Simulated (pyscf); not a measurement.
## Hydrogen abstraction: H₃C–CH₃ + NH₂• -> •H₂C–CH₃ + NH₃

Gas phase, doublet surface, charge 0. Bonds broken: C1–H3. Bonds formed: H3–N9. Single points on ωB97X-D3(BJ)/def2-SVP structures (PySCF, gas phase). MP2 and CC: frozen core, UHF for open shells. ΔMP2 is the change of the MP2 total energy from the triple- to the quadruple-zeta basis.

Transition state (Å):

```xyz
11

C     -1.0707    -0.5480    -0.1441
C      0.0284     0.2590    -0.8005
H     -1.7453     0.1969     0.6796
H     -1.8538    -0.8991    -0.8325
H     -0.7132    -1.3717     0.4918
H      0.7333     0.6639    -0.0560
H      0.6155    -0.3572    -1.5042
H     -0.3793     1.1072    -1.3743
N     -2.1597     1.1051     1.4974
H     -1.3799     1.0739     2.1692
H     -1.9348     1.9349     0.9308
```

One imaginary mode, 1790i cm⁻¹; descent along it reached the two sides named.

```json
[
 {"bond": "C1–H3", "change": "breaks", "reactant side (Å)": "1.102", "saddle": "1.299", "product side": "2.8"},
 {"bond": "H3–N9", "change": "forms", "reactant side (Å)": "2.502", "saddle": "1.290", "product side": "1.021"}
]
```

Electronic energies relative to the separated reactants (kcal/mol):

```csv
level,barrier,reaction energy,reverse barrier
ωB97X-D3(BJ)/def2-TZVP,10.5,-5.2,15.7
PBE/def2-TZVP,2.2,-7.8,10.0
r²SCAN/def2-TZVP,5.9,-7.1,13.0
B3LYP-D3(BJ)/def2-TZVP,7.6,-5.8,13.5
PBE0-D3(BJ)/def2-TZVP,6.9,-6.5,13.4
M06-2X/def2-TZVP,10.3,-6.7,16.9
ωB97M-D3(BJ)/def2-TZVP,10.8,-6.0,16.8
HF/def2-TZVP,30.7,0.0,30.7
MP2/def2-QZVPP,12.0,-8.4,20.3
CCSD/def2-TZVPP,14.9,-4.8,19.8
CCSD(T)/def2-TZVPP,12.3,-5.2,17.5
CCSD(T)/def2-TZVPP + ΔMP2(QZVPP),11.9,-6.1,17.9
```

With CCSD(T)/def2-TZVPP + ΔMP2(QZVPP) energies and thermal terms (ideal gas, 1 atm, RRHO with modes under 100 cm⁻¹ raised to 100, one conformer, R ln 2 for chiral ones without a mode under 150 cm⁻¹), in kcal/mol:

```tsv
T (K)	ΔH‡	ΔG‡	ΔH	ΔG
298	10.4	18.6	-5.9	-7.7
600	10.9	26.8	-5.5	-9.8
900	11.7	34.6	-5.4	-12.0
1200	12.6	42.1	-5.3	-14.2
```

This is the saddle that the search found; another between the same sides may lie lower. The angle at the transferred H is 166°. The CCSD(T) − MP2 part came from Ansatz, without density fitting, on the same reference.
